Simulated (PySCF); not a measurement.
# AlH, triplet: the ladder up to full CI

Geometry: that of the AlH⁻, doublet, kept fixed. The singlet lies 1.9 eV lower here.

```
atom   x (Å)   y (Å)   z (Å)
  Al  0.0000  0.0000  0.0000
   H  0.0000  0.0000  1.7061
```

Basis aug-cc-pVDZ; PySCF 2.14.0. Only valence electrons are correlated (noble-gas cores frozen), which leaves 4 electrons in 31 orbitals. Prefix R: restricted or restricted open-shell reference; prefix U: unrestricted.

Full CI is exact within this basis and frozen core; it isn't the basis-set limit. The frozen core follows each run's orbitals, which can shift R against U totals by a few meV.

- UHF ⟨S²⟩: 2.013
- T1 diagnostic (ROHF- or RHF-based CCSD): 0.0449
- largest doubles amplitude (ROHF- or RHF-based CCSD): 0.046
- T1 diagnostic (UCCSD): 0.0296

```json
{"level": "UHF", "E − E(RHF) (eV)": "-0.0578"}
{"level": "RMP2", "E − E(RHF) (eV)": "-1.0238"}
{"level": "UMP2", "E − E(RHF) (eV)": "-1.0441"}
{"level": "RCCSD", "E − E(RHF) (eV)": "-1.4703"}
{"level": "UCCSD", "E − E(RHF) (eV)": "-1.4747"}
{"level": "RCCSD(T)", "E − E(RHF) (eV)": "-1.5066"}
{"level": "UCCSD(T)", "E − E(RHF) (eV)": "-1.5077"}
```

**Question.** Estimate how far full CI in aug-cc-pVDZ lies from RCCSD(T). The table doesn't fix it; the size of (T) and the diagnostics are the guide.

**Answer.** Full CI in aug-cc-pVDZ lies 0.41 kcal/mol below RCCSD(T), which is 50 % of the (T) step (-0.84 kcal/mol). T1 is raised, and the rest is a large part of (T).

The other levels:

| level | E − E(full CI) (kcal/mol) | share of correlation (%) | wall time |
| --- | --- | --- | --- |
| RCCSDT | 0.01 | 99.96 | 5.4 s |
| UCCSDT | 0.00 | 99.99 | 5.3 s |

The correlation energy at full CI, counted from RHF, is -1.525 eV. Full CI, over all symmetries tried, took 15 s on 1 thread of Arm Neoverse V1, shared host; the state has 34,867 determinants.

Times are those of the correlated step on a shared host, with one SCF added for the restricted CCSD run; they ran on 1 thread of Arm Neoverse V1.

The full-CI state has the irrep B2 of C2v, in the program's axes (one component, if the state is degenerate).

Natural occupations of full CI about the gap: 1.925 0.991 0.982 0.032 0.020 0.012 0.007 0.006 0.006 0.005; effectively unpaired electrons, Σ n²(2−n)², 2.03.
